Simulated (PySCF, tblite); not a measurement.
**CH5Si radical, a cluster model of a defect (C site with back bonds [SiH3], [H], [H]): EPR parameters**

What EPR parameters should one expect for `[CH2][SiH3]`? It is drawn as: dangling bond.

Computed with tblite 0.8.0 and PySCF 2.14.0; each step states its level. No surroundings beyond the atoms listed, unless a continuum is named. Atoms count from 0, parts from 1.

## 1. Starting point

7 atoms, charge 0, multiplicity 2; geometry: distance geometry start.

## 2. Relaxing the cluster with GFN2-xTB

What the job is given:

```
{"job": {"kind": "relax", "xc": "GFN2-xTB", "basis": "xTB"}, "charge": 0, "multiplicity": 2}
C      1.530935    -1.570496    -1.195238
Si     0.249485    -0.284226    -1.316390
H      2.471712    -1.253834    -0.840515
H      1.209667    -2.494608    -0.872064
H      0.063687     0.104198    -2.706188
H      0.643654     0.886178    -0.577704
H     -0.981550    -0.746603    -0.800467
```

Level: GFN2-xTB geometry optimisation, gas phase.

Started as:

```sh
> OMP_NUM_THREADS=1 python cluster_run.py task.json out
```

The driver reads the jobs from task.json and runs them one after another.

**Question.** The jobs that follow are: PBE0-D3(BJ)/def2-SVP geometry optimisation, gas phase; UKS B3LYP, IGLO-III on C Si, pcH-1 on H, non-relativistic, mean-field spin-orbit, GIAO; UKS BHandHLYP, IGLO-III on C Si, pcH-1 on H, non-relativistic, mean-field spin-orbit, GIAO. Predict: rotational constants (main isotopes); g(iso) (B3LYP); ⟨S²⟩; largest a(iso) (averaged by class).

As calculated:

| quantity | value |
| --- | --- |
| rotational constants (main isotopes) | 66.14, 11.92, 11.43 GHz |
| g(iso) (B3LYP) | 2.00263 |
| ⟨S²⟩ | 0.754 (exact 0.75) |
| largest a(iso) (averaged by class) | 1H on H4, 99.2 MHz |

**Reading.** Over 3 steps the energy fell by 0.140 eV; of the close pairs, C0–H2 changed most, 1.041 to 1.096 Å (PBE0/def2-SVP). No frequency check was run at this level, so the end point may be a saddle. Most of the unpaired spin sits on C0 (1.05 e). The isotropic g lies 0.3 ppt above the free-electron value. The coupling of 1H on H4 runs from 89.3 (BHandHLYP/IGLO-III+pcH-1) to 99.2 MHz (B3LYP/IGLO-III+pcH-1).
